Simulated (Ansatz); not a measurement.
Silanol (`O[SiH3]`). The species carries charge 0 and has multiplicity 1. Geometry: relaxed with PBE0-D4/def2-TZVP.

```xyz
6

O     0.995   -0.174    0.789
Si   -0.368    0.112   -0.092
H     1.748   -0.555    0.337
H    -0.113    1.066   -1.206
H    -1.348    0.693    0.853
H    -0.914   -1.142   -0.681
```

Task: What is the dipole moment at PBE/def2-TZVPP? (Estimate.)

Result: The calculation gave: 1.27 D, with components (0.73, -0.49, -0.92) D in this frame, pointing from negative to positive charge.

Task: And with r2SCAN, B3LYP, ωB97M-V? (Estimate.)

Result: Ansatz gave: r2SCAN 1.30 D, B3LYP 1.31 D, ωB97M-V 1.32 D.

Task: Give the Mulliken charges with PBE, r2SCAN, B3LYP in def2-TZVPP. (Estimate.)

Result: Computed: 
```tsv
atom	PBE	r2SCAN	B3LYP
O1	-0.36	-0.42	-0.40
Si2	0.38	0.49	0.46
H3	0.19	0.20	0.18
H4	-0.08	-0.10	-0.09
H5	-0.06	-0.08	-0.07
H6	-0.08	-0.10	-0.09
```

B3LYP here is the variant with VWN-RPA as its local correlation; programs differ in this.
